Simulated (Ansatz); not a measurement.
# A basis-limit estimate, worked out

An elementary step of SiN₂H₈, closed shell (SiNH₅ ([NH2][SiH3]) + NH₃ → SiN₂H₆ ([NH2][SiH2][NH2]) + H₂; bonds formed: Si1–N7, H2–H6; bonds broken: Si1–H2, H6–N7). “Start” is the structure reached by relaxing down from the saddle towards the reactants; PBE0-D4/def2-TZVP structures. The saddle:

```csv
atom,x (Å),y (Å),z (Å)
Si1,-0.5136,-0.3220,0.1569
H2,-0.2149,1.4960,0.5180
H3,-0.5972,-1.7498,-0.3345
H4,-1.9482,0.0578,0.2239
N5,0.5929,-0.5795,1.4265
H6,0.0810,1.3586,-0.5889
N7,0.1827,0.4619,-1.3917
H8,0.8014,-1.5122,1.7440
H9,0.8471,0.1464,2.0735
H10,-0.3748,0.4336,-2.2380
H11,1.1436,0.2091,-1.5895
```

Program: Ansatz 0.2.0. Basis: def2-TZVPP and def2-QZVPP. Cores are frozen in the correlated methods.

Energies in eV:

| quantity | saddle | start |
| --- | --- | --- |
| Hartree–Fock, triple zeta (X = 3) | -10952.26017 | -10954.50385 |
| Hartree–Fock, quadruple zeta (X = 4) | -10952.68174 | -10954.92106 |
| MP2 correlation, X = 3 | -16.71507 | -16.11592 |
| MP2 correlation, X = 4 | -17.87713 | -17.26123 |
| CCSD(T) correlation, X = 3 | -18.37500 | -17.83591 |

Task: Work out the barrier at the basis limit: extrapolate Hartree–Fock as E(X) = E∞ + A exp(−7.88 √X) and the MP2 correlation as E(X) = E∞ + B X^−2.97 (the exponents that Neese and Valeev fitted for def2-TZVPP and QZVPP), then add CCSD(T) − MP2 in triple zeta.

Result: Each step is linear, so take the differences first (saddle − start): Hartree–Fock 2.24368 (X = 3) and 2.23932 (X = 4); MP2 correlation -0.59915 and -0.61590; CCSD(T) correlation -0.53909.
Two points give E∞ = E(4) + w [E(4) − E(3)], with w = 1/(exp(7.88 (2 − √3)) − 1) = 0.1377 for Hartree–Fock and w = 1/((4/3)^2.97 − 1) = 0.7407 for the correlation.
Hartree–Fock: 2.23932 + 0.1377 × (-0.00436) = 2.2387 eV.
MP2 correlation: -0.61590 + 0.7407 × (-0.01675) = -0.6283 eV.
CCSD(T) − MP2: -0.53909 − (-0.59915) = 0.0601 eV.
Sum: 2.2387 + (-0.6283) + 0.0601 = 1.6705 eV, or 38.52 kcal/mol. Plain CCSD(T) in triple zeta gives 1.7046 eV, so the larger basis shifts the result by -0.0341 eV.

T1 diagnostic: at most 0.011.

Labels in which every atom is bracketed show which atoms are joined, not bond orders.

For scale, one of the runs: CCSD(T)/def2-TZVPP, 216 basis functions, launched by `ansatz run in.yaml --threads 4 --pin off --events-out ev --progress --plain --max-ram 9574MiB`. Hardware: 4 CPU threads of an Arm Neoverse V1, shared host. Wall time 44 s; peak host memory 3.2 GiB.
